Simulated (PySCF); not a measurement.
**AlH: bond curves at several levels of theory**

What are the lowest state that PBE0 finds, the bond length, vibrational wavenumber and bond energy of AlH, and how much do these hang on the method?

Program: PySCF 2.14.0. Level of theory: Al def2-TZVPPD, H def2-TZVPPD, no relativity. These are calculated values, not measurements.

### 1 Input

A driver script around PySCF takes these settings:

```
atoms                         : Al, H
charge                        : 0
basis                         : Al def2-TZVPPD, H def2-TZVPPD
Hamiltonian                   : no relativity
basis functions               : 65
electrons treated             : 14
masses in u                   : 26.9815, 1.0078
levels                        : PBE0, PBE, r²SCAN, B3LYP, revPBE, BLYP, r²SCAN0, PW91, ωB97X, HF, MP2, SCS-MP2, CCSD, CCSD(T)
grid                          : 80 radial by 434 angular points
occupations                   : held fixed by the projection of orbital angular momentum
dissociation limit            : Al + H, each in its ground configuration
starting distance in angstrom : 1.515
values of 2S to try           : 0, 2
```

Command:

```sh
$ OMP_NUM_THREADS=1 python dia.py task.json out
```

The job searches for the state first and then visits each distance with every level. Its results follow level by level.

### 2 State search with unrestricted PBE0

At the starting distance of 1.515 Å the search finds these solutions (others can lie among them):

| 2Ms+1 | unpaired | term | E (eV) | ⟨S²⟩ | ⟨Lz²⟩ | μ (D) |
| --- | --- | --- | --- | --- | --- | --- |
| 1 | none | ¹Σ⁺ | 0.00 | 0.00 | 0.00 | 0.46 |
| 3 | σ ↑, π ↑ | ³Π | 1.58 | 2.00 | 1.00 | -0.46 |
| 1 | σ ↑, π ↓ | not assigned | 2.05 | 1.02 | 1.01 | -0.41 |
| 3 | π ↑↑ | ³Σ⁻ | 4.64 | 2.10 | 0.00 | -1.08 |
| 1 | π ↑↓ | not assigned | 5.03 | 1.01 | 2.02 | -1.20 |
| 3 | σ ↑↑ | ³Σ⁺ | 5.15 | 2.01 | 0.00 | 0.55 |

6 of 11 solutions are listed, lowest first.

A term symbol stands only where ⟨S²⟩ and ⟨Lz²⟩ are near those of a pure state. A positive dipole means Al(−)H(+).

The most promising solutions are followed along the bond (rough minima from three points):

```
2Ms+1  unpaired  R at minimum (Å)  energy at minimum (eV)
    1      none              1.67                    0.00
    3  σ ↑, π ↑              1.61                    1.67
```

The search made 11 SCF attempts at the starting distance; with the short scans it took 14 s of wall time (1 thread of Intel Xeon Platinum 8259CL at 2.50GHz (Skylake/Cascade Lake), shared host).

### 3 PBE0 along the bond

State followed: ¹Σ⁺ (singlet), closed shell. The scan is laid around 1.665 Å.

Output of the SCF at 1.665 Å:

```text
******** <class 'pyscf.dft.uks_symm.SymAdaptedUKS'> ********
method = SymAdaptedUKS
initial guess = minao
damping factor = 0
level_shift factor = 0
DIIS = <class 'pyscf.scf.diis.CDIIS'>
diis_start_cycle = 1
diis_space = 10
diis_damp = 0
SCF conv_tol = 1e-09
SCF conv_tol_grad = None
SCF max_cycles = 60
direct_scf = False
max_memory 2800 MB (current use 352 MB)
number electrons alpha = 7  beta = 7
XC library pyscf.dft.libxc version 7.0.0
    S. Lehtola, C. Steigemann, M. J.T. Oliveira, and M. A.L. Marques.,  SoftwareX 7, 1–5 (2018)
XC functionals = PBE0
    C. Adamo and V. Barone.,  J. Chem. Phys. 110, 6158 (1999)
    M. Ernzerhof and G. E. Scuseria.,  J. Chem. Phys. 110, 5029 (1999)
small_rho_cutoff = 0
Overwritten attributes  get_jk get_occ get_j get_hcore get_k  of <class 'pyscf.dft.uks_symm.SymAdaptedUKS'>
<class 'pyscf.dft.uks_symm.SymAdaptedUKS'> does not have attributes  refdm
Set gradient conv threshold to 3.16228e-05
init E= -242.859803661726
cycle= 1 E= -242.860154823656  delta_E= -0.000351  |g|= 0.00328  |ddm|= 0.0147
cycle= 2 E= -242.860162188353  delta_E= -7.36e-06  |g|= 0.00203  |ddm|= 0.00679
cycle= 3 E= -242.860164863708  delta_E= -2.68e-06  |g|= 0.000115  |ddm|= 0.00222
cycle= 4 E= -242.860164873276  delta_E= -9.57e-09  |g|= 3.81e-05  |ddm|= 0.000259
cycle= 5 E= -242.860164873624  delta_E= -3.47e-10  |g|= 2.83e-06  |ddm|= 3.1e-05
Extra cycle  E= -242.860164873633  delta_E= -9.01e-12  |g|= 7.01e-07  |ddm|= 7.65e-06
converged SCF energy = -242.860164873633  <S^2> = -2.1316282e-14  2S+1 = 1
```

Points of the scan, energies from the lowest:

```
 R (Å)  E (eV)  μ (D)  Mulliken charge of Al (e)  Mayer bond order  ⟨S²⟩  HOMO (eV)  LUMO (eV)
1.4319  0.3615   0.75                       0.17              0.88  0.00      -5.66      -1.73
1.4985  0.1668   0.52                       0.17              0.90  0.00      -5.71      -1.74
1.5651  0.0543   0.27                       0.18              0.90  0.00      -5.76      -1.76
1.6151  0.0125   0.08                       0.18              0.91  0.00      -5.80      -1.78
1.6650  0.0000  -0.12                       0.19              0.91  0.00      -5.83      -1.80
1.7149  0.0115  -0.32                       0.20              0.92  0.00      -5.86      -1.82
1.7816  0.0570  -0.59                       0.21              0.92  0.00      -5.89      -1.85
1.8648  0.1506  -0.93                       0.22              0.92  0.00      -5.91      -1.89
1.9647  0.3010  -1.35                       0.23              0.93  0.00      -5.92      -1.94
2.0979  0.5411  -1.90                       0.24              0.93  0.00      -5.89      -2.02
```

Constants from the curve: Re = 1.664 Å, ωe = 1643 cm⁻¹, ωexe = 24.8 cm⁻¹, αe = 0.172 cm⁻¹, Be = 6.264 cm⁻¹, De = 3.00 eV, μ = -0.11 D.

Orbitals nearest the gap at 1.665 Å:

```csv
spin,orbital,ε (eV),filled,made of
both,σ,-10.20,yes,"Al s 58 %, H s 36 %"
both,σ,-5.83,yes,"Al p 39 %, Al s 35 %, H s 24 %"
both,π,-1.80,no,Al p 99 %
both,π,-1.80,no,Al p 99 %
both,σ,0.59,no,Al s 96 %
```

Polarisability there: 51.1 bohr³ along the bond, 45.6 across it.

### 4 Fields at the reference distance

Orbitals, density, ELF and potential are computed afterwards from the orbital file.

Frontier orbitals at PBE0, with the share of their density that lies nearest to each atom:

| orbital | energy (eV) | lies on |
| --- | --- | --- |
| HOMO | -5.83 | Al1 70 %; H2 30 % |
| LUMO | -1.80 | Al1 85 %; H2 15 % |

ELF in a plane through or near 2 of the atoms.

Values, 10 rows by 14 columns:
```
0.00 0.01 0.11 0.28 0.30 0.13 0.01 0.00 0.00 0.00 0.00 0.00 0.00 0.00
0.03 0.33 0.88 0.95 0.91 0.64 0.07 0.01 0.03 0.09 0.08 0.01 0.00 0.00
0.25 0.84 0.99 0.99 0.98 0.84 0.17 0.10 0.40 0.72 0.71 0.31 0.01 0.00
0.75 0.99 1.00 1.00 0.86 0.37 0.19 0.60 0.98 0.99 0.99 0.93 0.17 0.00
0.92 1.00 1.00 0.97 0.12 0.76 0.25 0.66 1.00 1.00 1.00 0.99 0.49 0.02
0.93 1.00 1.00 0.94 0.25 0.80 0.56 0.58 1.00 1.00 1.00 0.99 0.56 0.02
0.87 1.00 1.00 0.99 0.31 0.14 0.08 0.73 1.00 1.00 1.00 0.98 0.34 0.01
0.53 0.95 1.00 1.00 0.98 0.80 0.23 0.31 0.82 0.95 0.94 0.72 0.05 0.00
0.15 0.70 0.97 0.99 0.97 0.79 0.14 0.06 0.21 0.48 0.47 0.15 0.00 0.00
0.01 0.09 0.51 0.73 0.70 0.38 0.03 0.00 0.00 0.01 0.01 0.00 0.00 0.00
```
The map spans 6.9 Å across and 5.2 Å up, centred on the molecule. Atoms in the plane (x, y in Å): Al1 (-0.8, 0.0), H2 (0.8, 0.0).

On the surface of density 0.002 e/bohr³ the electrostatic potential runs, from the 1st to the 99th percentile, from -0.90 to 2.03 V.

### 5 Higher solutions at PBE0

State 2: ³Π (triplet), unpaired electrons σ ↑, π ↑, an excited solution.

Log of the SCF at 1.665 Å:

```text
[... 13 set-up lines left out, the same as in an earlier log ...]
max_memory 2800 MB (current use 405 MB)
number electrons alpha = 8  beta = 6
[... 7 set-up lines left out, the same as in an earlier log ...]
init E= -242.796633482161
cycle= 1 E= -242.798294273252  delta_E= -0.00166  |g|= 0.00256  |ddm|= 0.0132
cycle= 2 E= -242.798300652011  delta_E= -6.38e-06  |g|= 0.00186  |ddm|= 0.00639
cycle= 3 E= -242.79830341847  delta_E= -2.77e-06  |g|= 0.000304  |ddm|= 0.00217
cycle= 4 E= -242.798303741351  delta_E= -3.23e-07  |g|= 0.000163  |ddm|= 0.00117
cycle= 5 E= -242.798303813378  delta_E= -7.2e-08  |g|= 5.52e-05  |ddm|= 0.000561
cycle= 6 E= -242.79830381951  delta_E= -6.13e-09  |g|= 1.06e-05  |ddm|= 0.000218
cycle= 7 E= -242.798303819625  delta_E= -1.15e-10  |g|= 1.49e-06  |ddm|= 2.29e-05
Extra cycle  E= -242.798303819628  delta_E= -2.53e-12  |g|= 9.59e-07  |ddm|= 4.38e-06
converged SCF energy = -242.798303819628  <S^2> = 2.0047042  2S+1 = 3.0031345
```

Re = 1.604 Å, ωe = 1773 cm⁻¹, ωexe = 42.6 cm⁻¹, αe = 0.222 cm⁻¹, Be = 6.746 cm⁻¹, μ = -0.54 D. Its minimum lies 1.66 eV above that of the lowest state.

Energy (eV) from the lowest point of the lowest state:

| R (Å) | lowest | state 2 |
| --- | --- | --- |
| 1.432 | 0.362 | 1.881 |
| 1.498 | 0.167 | 1.737 |
| 1.565 | 0.054 | 1.673 |
| 1.615 | 0.012 | 1.665 |
| 1.665 | 0.000 | 1.683 |
| 1.715 | 0.012 | 1.723 |
| 1.782 | 0.057 | 1.800 |
| 1.865 | 0.151 | 1.922 |
| 1.965 | 0.301 | 2.087 |
| 2.098 | 0.541 | 2.307 |

### 6 PBE (GGA)

The SCF at the reference distance, 1.665 Å, printed:

```text
[... 13 set-up lines left out, the same as in an earlier log ...]
max_memory 2800 MB (current use 408 MB)
[... 3 set-up lines left out, the same as in an earlier log ...]
XC functionals = PBE
    J. P. Perdew, K. Burke, and M. Ernzerhof.,  Phys. Rev. Lett. 77, 3865 (1996)
    J. P. Perdew, K. Burke, and M. Ernzerhof.,  Phys. Rev. Lett. 78, 1396 (1997)
    J. P. Perdew, K. Burke, and M. Ernzerhof.,  Phys. Rev. Lett. 77, 3865 (1996)
    J. P. Perdew, K. Burke, and M. Ernzerhof.,  Phys. Rev. Lett. 78, 1396 (1997)
[... 2 set-up lines left out, the same as in an earlier log ...]
init E= -242.837142962686
cycle= 1 E= -242.837962916799  delta_E= -0.00082  |g|= 0.00821  |ddm|= 0.0813
cycle= 2 E= -242.837971253422  delta_E= -8.34e-06  |g|= 0.00509  |ddm|= 0.00642
cycle= 3 E= -242.837974678315  delta_E= -3.42e-06  |g|= 0.000157  |ddm|= 0.00249
cycle= 4 E= -242.837974694065  delta_E= -1.57e-08  |g|= 6.57e-05  |ddm|= 0.000362
cycle= 5 E= -242.837974696267  delta_E= -2.2e-09  |g|= 9.36e-06  |ddm|= 8.34e-05
cycle= 6 E= -242.837974696343  delta_E= -7.54e-11  |g|= 3.44e-06  |ddm|= 1.92e-05
Extra cycle  E= -242.837974696344  delta_E= -1.25e-12  |g|= 3.53e-06  |ddm|= 1.02e-05
converged SCF energy = -242.837974696344  <S^2> = -1.9539925e-14  2S+1 = 1
```

Re = 1.679 Å, ωe = 1584 cm⁻¹, ωexe = 25.5 cm⁻¹, αe = 0.177 cm⁻¹, Be = 6.154 cm⁻¹, De = 3.01 eV, μ = -0.22 D. 9.1 s of CPU time for 12 points, integrals apart.

### 7 r²SCAN (meta-GGA)

Log of the SCF at 1.665 Å:

```text
[... 17 set-up lines left out, the same as in an earlier log ...]
XC functionals = R2SCAN
    J. W. Furness, A. D. Kaplan, J. Ning, J. P. Perdew, and J. Sun.,  J. Phys. Chem. Lett. 11, 8208-8215 (2020)
    J. W. Furness, A. D. Kaplan, J. Ning, J. P. Perdew, and J. Sun.,  J. Phys. Chem. Lett. 11, 9248-9248 (2020)
    J. W. Furness, A. D. Kaplan, J. Ning, J. P. Perdew, and J. Sun.,  J. Phys. Chem. Lett. 11, 8208-8215 (2020)
    J. W. Furness, A. D. Kaplan, J. Ning, J. P. Perdew, and J. Sun.,  J. Phys. Chem. Lett. 11, 9248-9248 (2020)
[... 2 set-up lines left out, the same as in an earlier log ...]
init E= -242.941489940515
cycle= 1 E= -242.941792329602  delta_E= -0.000302  |g|= 0.00577  |ddm|= 0.0767
cycle= 2 E= -242.94180065951  delta_E= -8.33e-06  |g|= 0.00233  |ddm|= 0.00781
cycle= 3 E= -242.941803242657  delta_E= -2.58e-06  |g|= 0.000338  |ddm|= 0.00305
cycle= 4 E= -242.941803368965  delta_E= -1.26e-07  |g|= 5.36e-05  |ddm|= 0.000654
cycle= 5 E= -242.941803371182  delta_E= -2.22e-09  |g|= 1.02e-05  |ddm|= 0.000297
cycle= 6 E= -242.941803371254  delta_E= -7.25e-11  |g|= 3.2e-06  |ddm|= 3.42e-05
Extra cycle  E= -242.941803371258  delta_E= -4.15e-12  |g|= 2.05e-06  |ddm|= 9.44e-06
converged SCF energy = -242.941803371258  <S^2> = -2.0428104e-14  2S+1 = 1
```

Re = 1.661 Å, ωe = 1640 cm⁻¹, ωexe = 26.0 cm⁻¹, αe = 0.181 cm⁻¹, Be = 6.286 cm⁻¹, De = 3.03 eV, μ = -0.05 D.

### 8 B3LYP

Log of the SCF at 1.665 Å:

```text
[... 13 set-up lines left out, the same as in an earlier log ...]
max_memory 2800 MB (current use 409 MB)
[... 3 set-up lines left out, the same as in an earlier log ...]
XC functionals = B3LYP
    P. J. Stephens, F. J. Devlin, C. F. Chabalowski, and M. J. Frisch.,  J. Phys. Chem. 98, 11623 (1994)
[... 2 set-up lines left out, the same as in an earlier log ...]
init E= -243.005689506928
cycle= 1 E= -243.006271859414  delta_E= -0.000582  |g|= 0.00413  |ddm|= 0.0848
cycle= 2 E= -243.006280688364  delta_E= -8.83e-06  |g|= 0.00211  |ddm|= 0.0118
cycle= 3 E= -243.006283924529  delta_E= -3.24e-06  |g|= 0.00019  |ddm|= 0.00272
cycle= 4 E= -243.006283944015  delta_E= -1.95e-08  |g|= 6.18e-05  |ddm|= 0.000468
cycle= 5 E= -243.006283945746  delta_E= -1.73e-09  |g|= 9.31e-06  |ddm|= 9.98e-05
cycle= 6 E= -243.006283945781  delta_E= -3.53e-11  |g|= 6.28e-07  |ddm|= 1.68e-05
Extra cycle  E= -243.006283945781  delta_E= 1.14e-13  |g|= 3.07e-07  |ddm|= 2.44e-06
converged SCF energy = -243.006283945781  <S^2> = -1.3322676e-14  2S+1 = 1
```

Re = 1.660 Å, ωe = 1637 cm⁻¹, ωexe = 26.4 cm⁻¹, αe = 0.181 cm⁻¹, Be = 6.294 cm⁻¹, De = 3.17 eV, μ = -0.24 D. 12 s of CPU time for 12 points, integrals apart.

### 9 revPBE (GGA)

The SCF at the reference distance, 1.665 Å, printed:

```text
[... 17 set-up lines left out, the same as in an earlier log ...]
XC functionals = PBE_R,PBE
    Y. Zhang and W. Yang.,  Phys. Rev. Lett. 80, 890 (1998)
[... 4 set-up lines left out, the same as in an earlier log ...]
init E= -242.92742912043
cycle= 1 E= -242.927910446666  delta_E= -0.000481  |g|= 0.00638  |ddm|= 0.0913
cycle= 2 E= -242.927913662435  delta_E= -3.22e-06  |g|= 0.00476  |ddm|= 0.0091
cycle= 3 E= -242.927919454225  delta_E= -5.79e-06  |g|= 0.000251  |ddm|= 0.00376
cycle= 4 E= -242.927919512906  delta_E= -5.87e-08  |g|= 0.00011  |ddm|= 0.000603
cycle= 5 E= -242.927919526469  delta_E= -1.36e-08  |g|= 4.89e-06  |ddm|= 0.000169
cycle= 6 E= -242.92791952648  delta_E= -1.17e-11  |g|= 1.1e-06  |ddm|= 1.08e-05
Extra cycle  E= -242.92791952648  delta_E= 5.4e-13  |g|= 6.82e-07  |ddm|= 2.5e-06
converged SCF energy = -242.92791952648  <S^2> = -1.5987212e-14  2S+1 = 1
```

Re = 1.682 Å, ωe = 1581 cm⁻¹, ωexe = 25.5 cm⁻¹, αe = 0.177 cm⁻¹, Be = 6.135 cm⁻¹, De = 2.98 eV, μ = -0.21 D.

### 10 BLYP

The SCF at the reference distance, 1.665 Å, printed:

```text
[... 17 set-up lines left out, the same as in an earlier log ...]
XC functionals = BLYP
    A. D. Becke.,  Phys. Rev. A 38, 3098 (1988)
    C. Lee, W. Yang, and R. G. Parr.,  Phys. Rev. B 37, 785 (1988)
    B. Miehlich, A. Savin, H. Stoll, and H. Preuss.,  Chem. Phys. Lett. 157, 200 (1989)
[... 2 set-up lines left out, the same as in an earlier log ...]
init E= -242.985572849935
cycle= 1 E= -242.987563370781  delta_E= -0.00199  |g|= 0.00543  |ddm|= 0.154
cycle= 2 E= -242.987566594366  delta_E= -3.22e-06  |g|= 0.00529  |ddm|= 0.0153
cycle= 3 E= -242.987593130003  delta_E= -2.65e-05  |g|= 0.000173  |ddm|= 0.00715
cycle= 4 E= -242.987593140577  delta_E= -1.06e-08  |g|= 3.38e-05  |ddm|= 0.00038
cycle= 5 E= -242.987593141056  delta_E= -4.79e-10  |g|= 3.67e-06  |ddm|= 8.07e-05
Extra cycle  E= -242.987593141064  delta_E= -8.33e-12  |g|= 2.5e-06  |ddm|= 1.61e-05
converged SCF energy = -242.987593141064  <S^2> = -1.7763568e-14  2S+1 = 1
```

Re = 1.673 Å, ωe = 1585 cm⁻¹, ωexe = 27.1 cm⁻¹, αe = 0.187 cm⁻¹, Be = 6.198 cm⁻¹, De = 3.14 eV, μ = -0.33 D.

### 11 r²SCAN0 (hybrid meta-GGA)

Output of the SCF at 1.665 Å:

```text
[... 17 set-up lines left out, the same as in an earlier log ...]
XC functionals = HYB_MGGA_XC_R2SCAN0
    M. Bursch, H. Neugebauer, S. Ehlert, and S. Grimme.,  J. Chem. Phys. 156, 134105 (2022)
[... 2 set-up lines left out, the same as in an earlier log ...]
init E= -242.937874393308
cycle= 1 E= -242.938307874726  delta_E= -0.000433  |g|= 0.00767  |ddm|= 0.0618
cycle= 2 E= -242.938316306833  delta_E= -8.43e-06  |g|= 0.00293  |ddm|= 0.00906
cycle= 3 E= -242.93831746027  delta_E= -1.15e-06  |g|= 0.000208  |ddm|= 0.00141
cycle= 4 E= -242.938317482225  delta_E= -2.2e-08  |g|= 3.61e-05  |ddm|= 0.000818
cycle= 5 E= -242.938317483358  delta_E= -1.13e-09  |g|= 5.08e-06  |ddm|= 0.000153
cycle= 6 E= -242.938317483398  delta_E= -3.99e-11  |g|= 1.9e-06  |ddm|= 2.94e-05
Extra cycle  E= -242.9383174834  delta_E= -2.73e-12  |g|= 9.05e-07  |ddm|= 4.18e-06
converged SCF energy = -242.9383174834  <S^2> = -1.687539e-14  2S+1 = 1
```

Re = 1.654 Å, ωe = 1672 cm⁻¹, ωexe = 25.5 cm⁻¹, αe = 0.177 cm⁻¹, Be = 6.342 cm⁻¹, De = 3.00 eV, μ = -0.04 D.

### 12 PW91 (GGA)

Output of the SCF at 1.665 Å:

```text
[... 17 set-up lines left out, the same as in an earlier log ...]
XC functionals = PW91,PW91
    J. P. Perdew. In P. Ziesche and H. Eschrig, editors, Proceedings of the 75. WE-Heraeus-Seminar and 21st Annual International Symposium on Electronic Structure of Solids, 11. Berlin, 1991. Akademie Verlag.
    J. P. Perdew, J. A. Chevary, S. H. Vosko, K. A. Jackson, M. R. Pederson, D. J. Singh, and C. Fiolhais.,  Phys. Rev. B 46, 6671 (1992)
    J. P. Perdew, J. A. Chevary, S. H. Vosko, K. A. Jackson, M. R. Pederson, D. J. Singh, and C. Fiolhais.,  Phys. Rev. B 48, 4978 (1993)
    J. P. Perdew. In P. Ziesche and H. Eschrig, editors, Proceedings of the 75. WE-Heraeus-Seminar and 21st Annual International Symposium on Electronic Structure of Solids, 11. Berlin, 1991. Akademie Verlag.
    J. P. Perdew, J. A. Chevary, S. H. Vosko, K. A. Jackson, M. R. Pederson, D. J. Singh, and C. Fiolhais.,  Phys. Rev. B 46, 6671 (1992)
    J. P. Perdew, J. A. Chevary, S. H. Vosko, K. A. Jackson, M. R. Pederson, D. J. Singh, and C. Fiolhais.,  Phys. Rev. B 48, 4978 (1993)
[... 2 set-up lines left out, the same as in an earlier log ...]
init E= -242.95705146355
cycle= 1 E= -242.958080209492  delta_E= -0.00103  |g|= 0.00263  |ddm|= 0.109
cycle= 2 E= -242.958083441447  delta_E= -3.23e-06  |g|= 0.00109  |ddm|= 0.00482
cycle= 3 E= -242.958084032012  delta_E= -5.91e-07  |g|= 0.000235  |ddm|= 0.00177
cycle= 4 E= -242.958084044707  delta_E= -1.27e-08  |g|= 4.78e-05  |ddm|= 0.000211
cycle= 5 E= -242.958084045714  delta_E= -1.01e-09  |g|= 6.2e-06  |ddm|= 6.14e-05
cycle= 6 E= -242.958084045743  delta_E= -2.91e-11  |g|= 4.19e-06  |ddm|= 1.58e-05
Extra cycle  E= -242.958084045744  delta_E= -1.51e-12  |g|= 4.18e-06  |ddm|= 1.22e-05
converged SCF energy = -242.958084045744  <S^2> = -1.7763568e-14  2S+1 = 1
```

Re = 1.675 Å, ωe = 1593 cm⁻¹, ωexe = 25.8 cm⁻¹, αe = 0.178 cm⁻¹, Be = 6.185 cm⁻¹, De = 3.04 eV, μ = -0.23 D. 6.1 s of CPU time for 12 points, integrals apart.

### 13 ωB97X

The SCF at the reference distance, 1.665 Å, printed:

```text
[... 13 set-up lines left out, the same as in an earlier log ...]
max_memory 2800 MB (current use 410 MB)
[... 3 set-up lines left out, the same as in an earlier log ...]
XC functionals = WB97X
    J.-D. Chai and M. Head-Gordon.,  J. Chem. Phys. 128, 084106 (2008)
[... 2 set-up lines left out, the same as in an earlier log ...]
init E= -242.968433897581
cycle= 1 E= -242.968905327906  delta_E= -0.000471  |g|= 0.00484  |ddm|= 0.0592
cycle= 2 E= -242.968930262877  delta_E= -2.49e-05  |g|= 0.00115  |ddm|= 0.0108
cycle= 3 E= -242.968932538602  delta_E= -2.28e-06  |g|= 0.000231  |ddm|= 0.00372
cycle= 4 E= -242.968932594007  delta_E= -5.54e-08  |g|= 7.29e-05  |ddm|= 0.000754
cycle= 5 E= -242.968932597672  delta_E= -3.67e-09  |g|= 1.02e-05  |ddm|= 0.000247
cycle= 6 E= -242.968932597935  delta_E= -2.64e-10  |g|= 3.58e-06  |ddm|= 5.16e-05
Extra cycle  E= -242.968932597973  delta_E= -3.75e-11  |g|= 1.51e-06  |ddm|= 1.69e-05
converged SCF energy = -242.968932597973  <S^2> = -1.0658141e-14  2S+1 = 1
```

Re = 1.653 Å, ωe = 1676 cm⁻¹, ωexe = 24.9 cm⁻¹, αe = 0.165 cm⁻¹, Be = 6.347 cm⁻¹, De = 3.16 eV, μ = -0.03 D. 13 s of CPU time for 12 points, integrals apart.

### 14 RHF (mean field)

The SCF at the reference distance, 1.665 Å, printed:

```text
******** <class 'pyscf.scf.hf_symm.SymAdaptedRHF'> ********
method = SymAdaptedRHF
[... 12 set-up lines left out, the same as in an earlier log ...]
Overwritten attributes  get_jk get_occ get_j get_hcore get_k  of <class 'pyscf.scf.hf_symm.SymAdaptedRHF'>
<class 'pyscf.scf.hf_symm.SymAdaptedRHF'> does not have attributes  refdm
[... 1 set-up line left out, the same as in an earlier log ...]
init E= -242.452372972436
cycle= 1 E= -242.457719982994  delta_E= -0.00535  |g|= 0.0267  |ddm|= 0.137
cycle= 2 E= -242.45791409389  delta_E= -0.000194  |g|= 0.00505  |ddm|= 0.0345
cycle= 3 E= -242.45793246862  delta_E= -1.84e-05  |g|= 0.00114  |ddm|= 0.0132
cycle= 4 E= -242.457933663184  delta_E= -1.19e-06  |g|= 0.000265  |ddm|= 0.00425
cycle= 5 E= -242.457933711907  delta_E= -4.87e-08  |g|= 5.39e-05  |ddm|= 0.00093
cycle= 6 E= -242.457933716289  delta_E= -4.38e-09  |g|= 9.8e-06  |ddm|= 0.000333
cycle= 7 E= -242.457933716425  delta_E= -1.36e-10  |g|= 1.22e-06  |ddm|= 6.93e-05
Extra cycle  E= -242.457933716426  delta_E= -1.31e-12  |g|= 4.23e-07  |ddm|= 4.73e-06
converged SCF energy = -242.457933716426
```

Re = 1.647 Å, ωe = 1727 cm⁻¹, ωexe = 24.9 cm⁻¹, αe = 0.167 cm⁻¹, Be = 6.395 cm⁻¹, De = 2.28 eV, μ = 0.10 D. 2.2 s of CPU time for 12 points, integrals apart.

[end of part 1 of 2]
